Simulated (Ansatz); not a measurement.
## Ansatz (development build ahead of 0.2.0) run

```yaml
crystal:
  periodic: [false, false, false]
  atoms:
    - { symbol: "N", position_ang: [-0.00144, -0.00988, -0.45723] }
    - { symbol: O, position_ang: [-0.00564, 1.06736, 0.20528] }
    - { symbol: O, position_ang: [-0.00784, -1.05562, 0.19707] }
basis:
  gaussian: { orbitals: cc-pVTZ }
total_charge: -1
hamiltonian:
  xc: hf
```

The input is written out in the form of the current development build from the run's settings.

The run gave:

```yaml
Converged: yes
Total_energy: -204.15077 hartree
Spin_squared_of_the_determinant: 0.000
```

Caution: no diffuse functions for an anion.
